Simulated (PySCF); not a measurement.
# BH2: EPR parameters at several levels of theory

How much do the EPR parameters of BH2 (`[BH2]`) depend on the level of theory, and what does each level cost?

Programs: PySCF 2.14.0, with density-fitted response routines of our own. Each step states its level of theory. These are calculated values for one molecule in the gas phase, unless marked as measured. Atoms count from 0, in the outputs and in this text.

## Step 1: Starting geometry

3 atoms, charge 0, multiplicity 2; geometry from: GFN2-xTB.

Bonds of the start (Å): B0–H1 1.16, B0–H2 1.16.

## Step 2: Relaxing the molecule at PBE0-D3(BJ)/def2-SVP

The job: settings as JSON, then the geometry in Å.

```
{"job": {"xc": "PBE0", "basis": "def2-SVP", "d3": "d3bj", "grid": 1, "kind": "geom"}, "charge": 0, "multiplicity": 2}
B      0.010020     0.335930    -0.005750
H     -1.036480    -0.163640    -0.023000
H      1.049420    -0.177370     0.003640
```

What it wrote:

```text
step   0  E = -25.86367400  max force = 0.022128
step   1  E = -25.86566708  max force = 0.000375
step   2  E = -25.86566808  max force = 0.000192
optimisation converged
```

Run time: 1.1 s. Hardware: 1 thread, shared host.

Step by step:

```csv
step,energy from step 0 (eV),largest force component (eV/Å)
0,0.0000,1.1379
1,-0.0542,0.0193
2,-0.0543,0.0099
```

Close pairs (by a distance rule), those that changed most:

```csv
bond,before (Å),after (Å),change (Å)
B0–H2,1.159,1.205,+0.046
B0–H1,1.160,1.205,+0.045
```

The final coordinates are the input of the step that follows.

```csv
at the end point,value
point group (found at 0.08 Å tolerance),C2v
"rotational constants (GHz, main isotopes)","1109.2, 211.7, 177.8"
dipole moment (D),0.51
⟨S²⟩,0.751
```

## Step 3: g tensor and hyperfine couplings: B3LYP/IGLO-III+pcH-1

The job: settings as JSON, then the geometry in Å.

```
{"job": {"kind": "epr"}, "charge": 0, "multiplicity": 2}
B      0.009913     0.343043    -0.005701
H     -1.081576    -0.166828    -0.023609
H      1.094623    -0.181294     0.004200
```

With the program's defaults for keys left out, this is: UKS B3LYP, IGLO-III on B, pcH-1 on H, non-relativistic, mean-field spin-orbit, GIAO.

What it wrote:

```text
UKS, coarse grid
  cycle   1  E = -25.94226907  |g| = 6.63e-02
  cycle   2  E = -25.94612174  |g| = 1.46e-02
  cycle   3  E = -25.94634625  |g| = 6.55e-03
  cycle   4  E = -25.94638360  |g| = 1.51e-03
  cycle   5  E = -25.94638620  |g| = 3.32e-04
UKS, final grid
  cycle   1  E = -25.94638687  |g| = 1.46e-04
  cycle   2  E = -25.94638689  |g| = 7.10e-05
  cycle   3  E = -25.94638689  |g| = 2.46e-05
internal stability: stable
E = -25.94638689 Eh   <S^2> = 0.7512 (exact 0.7500)
g shifts (ppm)      1          2          3
  rmc           -86        -86        -86
  gc             21         12         11
  oz_so       -1424        -19        216
  total       -1489        -93        141
hyperfine (MHz)  atom isotope    a_iso     a_fc   dipolar eigenvalues
    0   11B     369.33     369.33    -44.78    -42.85     87.63
    1    1H      44.50      44.50    -19.87     -1.48     21.35
    2    1H      44.50      44.50    -19.87     -1.48     21.35
```

Wall time 1.4 s (1 thread, shared host).

Principal g values 2.00083, 2.00223, 2.00246; g(iso) = 2.00184, against 2.00232 for a free electron.

Mean a(iso) over the nuclei that a row names, and the largest dipolar term of the row (other rows stand at the frozen geometry):

```csv
nuclei,isotope,a(iso) (MHz),"a(iso) (G, at g = 2.0023)",largest dipolar term (MHz),measured (MHz)
B0,11B,369.3,131.8,87.6,358.0
"H1, H2",1H,44.5,15.9,21.3,38.0
```

Measured: Vogler, Dietschreit, Peters, Ochsenfeld, Accurate hyperfine coupling constants including electron correlation and dynamic contributions (in Vogler's thesis, LMU Munich). Many experiments give no sign.

Mulliken spin populations:

```csv
atom,value (e)
B0,0.99
H1,0.00
H2,0.00
```

In first order the couplings over 0.8 MHz of 11B, 1H give 12 distinct lines over 427.1 G, if the averaged nuclei exchange fast.

## Step 4: g tensor and hyperfine couplings: PBE/IGLO-III+pcH-1

The job: settings as JSON, then the geometry in Å.

```
{"job": {"kind": "epr", "xc": "PBE"}, "charge": 0, "multiplicity": 2}
B      0.009913     0.343043    -0.005701
H     -1.081576    -0.166828    -0.023609
H      1.094623    -0.181294     0.004200
```

Level: UKS PBE, IGLO-III on B, pcH-1 on H, non-relativistic, mean-field spin-orbit, GIAO.

What it wrote:

```text
UKS, coarse grid
  cycle   1  E = -25.87968584  |g| = 7.60e-02
  cycle   2  E = -25.88312413  |g| = 2.30e-02
  cycle   3  E = -25.88354926  |g| = 8.55e-03
  cycle   4  E = -25.88360085  |g| = 2.01e-03
  cycle   5  E = -25.88360362  |g| = 4.28e-04
UKS, final grid
  cycle   1  E = -25.88360456  |g| = 3.23e-04
  cycle   2  E = -25.88360458  |g| = 2.75e-04
  cycle   3  E = -25.88360464  |g| = 1.82e-05
  cycle   4  E = -25.88360464  |g| = 5.44e-06
internal stability: stable
E = -25.88360464 Eh   <S^2> = 0.7515 (exact 0.7500)
g shifts (ppm)      1          2          3
  rmc           -84        -84        -84
  gc             20         12         11
  oz_so       -1402        -28        219
  total       -1466       -100        146
hyperfine (MHz)  atom isotope    a_iso     a_fc   dipolar eigenvalues
    0   11B     338.56     338.56    -44.32    -42.53     86.85
    1    1H      33.02      33.02    -19.82     -1.02     20.84
    2    1H      33.03      33.03    -19.82     -1.02     20.84
```

It took 1.2 s on 1 thread, shared host.

This run: g(iso) 2.00185.

## Step 5: g tensor and hyperfine couplings: PBE0/IGLO-III+pcH-1

The job: settings as JSON, then the geometry in Å.

```
{"job": {"kind": "epr", "xc": "PBE0"}, "charge": 0, "multiplicity": 2}
B      0.009913     0.343043    -0.005701
H     -1.081576    -0.166828    -0.023609
H      1.094623    -0.181294     0.004200
```

With the program's defaults for keys left out, this is: UKS PBE0, IGLO-III on B, pcH-1 on H, non-relativistic, mean-field spin-orbit, GIAO.

What it wrote:

```text
UKS, coarse grid
  cycle   1  E = -25.88980405  |g| = 6.68e-02
  cycle   2  E = -25.89428195  |g| = 1.67e-02
  cycle   3  E = -25.89459244  |g| = 7.58e-03
  cycle   4  E = -25.89464676  |g| = 1.44e-03
  cycle   5  E = -25.89465030  |g| = 3.07e-04
UKS, final grid
  cycle   1  E = -25.89465101  |g| = 1.29e-04
  cycle   2  E = -25.89465104  |g| = 5.71e-05
  cycle   3  E = -25.89465104  |g| = 2.71e-05
internal stability: stable
E = -25.89465104 Eh   <S^2> = 0.7516 (exact 0.7500)
g shifts (ppm)      1          2          3
  rmc           -84        -84        -84
  gc             20         12         11
  oz_so       -1430        -26        207
  total       -1493        -97        134
hyperfine (MHz)  atom isotope    a_iso     a_fc   dipolar eigenvalues
    0   11B     348.26     348.26    -43.46    -41.88     85.34
    1    1H      30.89      30.89    -19.80     -0.94     20.74
    2    1H      30.90      30.90    -19.80     -0.94     20.74
```

Wall time 1.3 s (1 thread, shared host).

This run: g(iso) 2.00183.

## Step 6: EPR parameters: BHandHLYP/IGLO-III+pcH-1

The job: settings as JSON, then the geometry in Å.

```
{"job": {"kind": "epr", "xc": "BHandHLYP"}, "charge": 0, "multiplicity": 2}
B      0.009913     0.343043    -0.005701
H     -1.081576    -0.166828    -0.023609
H      1.094623    -0.181294     0.004200
```

Method: UKS BHandHLYP, IGLO-III on B, pcH-1 on H, non-relativistic, mean-field spin-orbit, GIAO.

What it wrote:

```text
UKS, coarse grid
  cycle   1  E = -25.91557761  |g| = 8.90e-02
  cycle   2  E = -25.92545322  |g| = 3.07e-02
  cycle   3  E = -25.92648207  |g| = 9.86e-03
  cycle   4  E = -25.92665021  |g| = 2.30e-03
  cycle   5  E = -25.92666149  |g| = 5.44e-04
  cycle   6  E = -25.92666206  |g| = 1.33e-04
UKS, final grid
  cycle   1  E = -25.92666228  |g| = 5.79e-05
  cycle   2  E = -25.92666228  |g| = 2.76e-05
internal stability: stable
E = -25.92666228 Eh   <S^2> = 0.7514 (exact 0.7500)
g shifts (ppm)      1          2          3
  rmc           -86        -86        -86
  gc             21         12         11
  oz_so       -1459        -13        204
  total       -1524        -87        130
hyperfine (MHz)  atom isotope    a_iso     a_fc   dipolar eigenvalues
    0   11B     385.66     385.66    -43.58    -42.24     85.82
    1    1H      45.10      45.10    -19.72     -1.31     21.03
    2    1H      45.10      45.10    -19.72     -1.31     21.03
```

Wall time 1.1 s (1 thread, shared host).

This run: g(iso) 2.00183.

## Step 7: g tensor and hyperfine couplings: HF/IGLO-III+pcH-1

The job: settings as JSON, then the geometry in Å.

```
{"job": {"kind": "epr", "xc": "HF"}, "charge": 0, "multiplicity": 2}
B      0.009913     0.343043    -0.005701
H     -1.081576    -0.166828    -0.023609
H      1.094623    -0.181294     0.004200
```

With the program's defaults for keys left out, this is: UKS HF, IGLO-III on B, pcH-1 on H, non-relativistic, mean-field spin-orbit, GIAO.

What it wrote:

```text
UKS, final grid
  cycle   1  E = -25.72282263  |g| = 1.55e-01
  cycle   2  E = -25.75392786  |g| = 5.41e-02
  cycle   3  E = -25.75838991  |g| = 2.12e-02
  cycle   4  E = -25.75940540  |g| = 7.63e-03
  cycle   5  E = -25.75954391  |g| = 2.54e-03
  cycle   6  E = -25.75955853  |g| = 7.71e-04
  cycle   7  E = -25.75955979  |g| = 1.94e-04
  cycle   8  E = -25.75955988  |g| = 6.19e-05
  cycle   9  E = -25.75955989  |g| = 1.28e-05
  cycle  10  E = -25.75955989  |g| = 1.96e-06
internal stability: stable
E = -25.75955989 Eh   <S^2> = 0.7531 (exact 0.7500)
g shifts (ppm)      1          2          3
  rmc           -84        -84        -84
  gc             21         13         13
  oz_so       -1272        -32        158
  total       -1334       -103         87
hyperfine (MHz)  atom isotope    a_iso     a_fc   dipolar eigenvalues
    0   11B     408.07     408.07    -41.57    -38.78     80.35
    1    1H       9.05       9.05    -20.02     -1.83     21.85
    2    1H       9.05       9.05    -20.02     -1.83     21.85
```

It took 0.7 s on 1 thread, shared host.

Key values: g(iso) 2.00187.

## Step 8: EPR parameters: CAM-B3LYP/IGLO-III+pcH-1

The job: settings as JSON, then the geometry in Å.

```
{"job": {"kind": "epr", "xc": "CAM-B3LYP"}, "charge": 0, "multiplicity": 2}
B      0.009913     0.343043    -0.005701
H     -1.081576    -0.166828    -0.023609
H      1.094623    -0.181294     0.004200
```

With the program's defaults for keys left out, this is: UKS CAM-B3LYP, IGLO-III on B, pcH-1 on H, non-relativistic, mean-field spin-orbit, GIAO.

What it wrote:

```text
UKS, coarse grid
  cycle   1  E = -25.90807692  |g| = 8.12e-02
  cycle   2  E = -25.91582435  |g| = 2.79e-02
  cycle   3  E = -25.91670434  |g| = 9.68e-03
  cycle   4  E = -25.91686051  |g| = 2.13e-03
  cycle   5  E = -25.91687091  |g| = 4.86e-04
  cycle   6  E = -25.91687125  |g| = 1.13e-04
UKS, final grid
  cycle   1  E = -25.91687075  |g| = 4.57e-05
  cycle   2  E = -25.91687076  |g| = 2.06e-05
internal stability: stable
E = -25.91687076 Eh   <S^2> = 0.7512 (exact 0.7500)
g shifts (ppm)      1          2          3
  rmc           -86        -86        -86
  gc             21         12         11
  oz_so       -1605        -19        222
  total       -1670        -93        148
hyperfine (MHz)  atom isotope    a_iso     a_fc   dipolar eigenvalues
    0   11B     358.15     358.15    -45.14    -42.99     88.13
    1    1H      43.51      43.51    -19.99     -1.55     21.54
    2    1H      43.51      43.51    -19.99     -1.55     21.54
```

Wall time 1.4 s (1 thread, shared host).

This run: g(iso) 2.00178.

## Step 9: Comparing the runs: EPR parameters

g, ⟨S²⟩ and isotropic hyperfine couplings (MHz), with basis size and wall time:

```csv
run,g(iso),⟨S²⟩,11B B0,1H H1 (mean),functions,time
B3LYP/IGLO-III+pcH-1,2.00184,0.751,369.3,44.5,55,1.4 s
PBE/IGLO-III+pcH-1,2.00185,0.751,338.6,33.0,55,1.2 s
PBE0/IGLO-III+pcH-1,2.00183,0.752,348.3,30.9,55,1.3 s
BHandHLYP/IGLO-III+pcH-1,2.00183,0.751,385.7,45.1,55,1.1 s
HF/IGLO-III+pcH-1,2.00187,0.753,408.1,9.0,55,0.7 s
CAM-B3LYP/IGLO-III+pcH-1,2.00178,0.751,358.1,43.5,55,1.4 s
measured,–,–,358.0,38.0,–,–
```

Measured: Vogler, Dietschreit, Peters, Ochsenfeld, Accurate hyperfine coupling constants including electron correlation and dynamic contributions (in Vogler's thesis, LMU Munich).

## Step 10: What came out

```
                            quantity                        value
                         point group                          C2v
rotational constants (main isotopes)  1109.22, 211.73, 177.79 GHz
                      g(iso) (B3LYP)                      2.00184
                                ⟨S²⟩           0.751 (exact 0.75)
  largest a(iso) (averaged by class)         11B on B0, 369.3 MHz
```

**Reading.** Single values in the summary come from the first run of each kind that ended normally (B3LYP/IGLO-III+pcH-1), which need not be the best level. Over 2 steps the energy fell by 0.054 eV; of the close pairs, B0–H2 changed most, 1.159 to 1.205 Å. No frequency check was run at this level, so the end point may be a saddle. B0 carries the largest spin population, 0.99 e. The isotropic g lies 0.5 ppt below the free-electron value. In size, the 2 measured couplings are missed by 8.9 MHz on average; matrix, vibration and temperature are not in the model. The coupling of 11B on B0 runs from 338.6 (PBE/IGLO-III+pcH-1) to 408.1 MHz (HF/IGLO-III+pcH-1). For the 2 measured hyperfine couplings, CAM-B3LYP/IGLO-III+pcH-1 misses least (2.8 MHz, 1.4 s) and HF/IGLO-III+pcH-1 most (39.5 MHz, 0.7 s). One molecule ranks no method: errors cancel, and vibration and temperature are missing from all runs.
